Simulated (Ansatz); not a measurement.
`O[SiH]` and `[SiH]S` differ in one element.

Ansatz, PBE0-D4/def2-TZVP geometries, multiplicity 1. 

```csv
property,`O[SiH]`
"ideal-gas entropy at 298 K and 1 bar (rigid rotor, harmonic PBE0-D4/def2-TZVP) / J/(mol·K)",242
HOMO energy (PBE0/def2-TZVPP) / eV,-6.47
HOMO–LUMO gap (B3LYP/def2-TZVPP) / eV,4.05
HOMO–LUMO gap (PBE0/def2-TZVPP) / eV,4.42
size of the dipole moment (PBE/def2-TZVPP) / D,1.27
HOMO–LUMO gap (PBE/def2-TZVPP) / eV,2.45
```

Task: Give the same properties after the change, and the shifts. (Best estimate.)

Result: Ansatz gave: 
```
                                                                                  property  `[SiH]S`  shift
ideal-gas entropy at 298 K and 1 bar (rigid rotor, harmonic PBE0-D4/def2-TZVP) / J/(mol·K)       256     14
                                                        HOMO energy (PBE0/def2-TZVPP) / eV     -6.88  -0.41
                                                     HOMO–LUMO gap (B3LYP/def2-TZVPP) / eV      4.04  -0.01
                                                      HOMO–LUMO gap (PBE0/def2-TZVPP) / eV      4.38  -0.04
                                            size of the dipole moment (PBE/def2-TZVPP) / D      0.68  -0.59
                                                       HOMO–LUMO gap (PBE/def2-TZVPP) / eV      2.53   0.08
```

Dipoles are sizes alone; their direction can turn.

B3LYP here is the variant with VWN-RPA as its local correlation; programs differ in this.
